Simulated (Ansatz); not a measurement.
# CH2Cl radical: single points off equilibrium

One table from this session's results is given with a row withheld; the runs are named, their logs left out.

The runs use Ansatz 0.2.0, Gaussian basis; single points in def2-TZVPP.

Cores are frozen in the correlated methods. Orbitals are unrestricted.

## The system as given

SMILES `[CH2]Cl`, 4 atoms, charge 0, spin multiplicity 2.

Atoms are counted from 1 here; the program's logs count them from 0.

Bond lengths: C1–Cl2 1.682 Å, C1–H3 1.046 Å, C1–H4 1.086 Å. Angles: Cl2–C1–H3 117.0°, Cl2–C1–H4 120.0°, H3–C1–H4 122.9°.

As a file:

```
atom     x (Å)     y (Å)     z (Å)
  C1   0.04080  -0.14910  -0.10190
 Cl2  -0.35700   1.17610   0.85460
  H3  -0.53480  -1.01360   0.02020
  H4   0.89250  -0.09750  -0.77340
```

The first run:

Input file run/in.yaml:

```yaml
crystal:
  periodic: [false, false, false]
  atoms:
    - {symbol: C, position_ang: [0.040800, -0.149100, -0.101900]}
    - {symbol: Cl, position_ang: [-0.357000, 1.176100, 0.854600]}
    - {symbol: H, position_ang: [-0.534800, -1.013600, 0.020200]}
    - {symbol: H, position_ang: [0.892500, -0.097500, -0.773400]}
basis:
  gaussian: {orbitals: def2-TZVPP}
magnetization: {spin_polarized: true, initial_magnetization: 1}
correlation: {method: ccsd_t}
scf: {omitted_lower_state_checks: [cluster_reference]}
output: {forces: true}
```

No record of the launch command was kept for these runs.

Among the steps run: CCSD(T)/def2-TZVPP; PBE0-D4/def2-TZVPP; wB97M-V/def2-TZVPP; r2SCAN-D4/def2-TZVPP; PBE-D4/def2-TZVPP; B97M-V/def2-TZVPP; HSE06-D4/def2-TZVPP.

One of the session's tables, all rows but one given; the rest of the session is left out.

```
   method  RMS force component (eV/Å)  angle to CCSD(T) forces (°)  dipole (D)
  CCSD(T)                       0.519                    reference        1.00
  PBE0-D4                       0.524                         16.5        1.04
  wB97M-V                       0.501                          8.2        0.99
r2SCAN-D4                       0.519                          6.4        1.06
   PBE-D4                       0.576                         16.4        0.88
   B97M-V                       0.477                         14.5        0.98
 HSE06-D4                           ?                            ?           ?
```

**Question.** Estimate the row for HSE06-D4.

**Answer.** RMS force component (eV/Å): 0.524; angle to CCSD(T) forces (°): 16.2; dipole (D): 1.03.
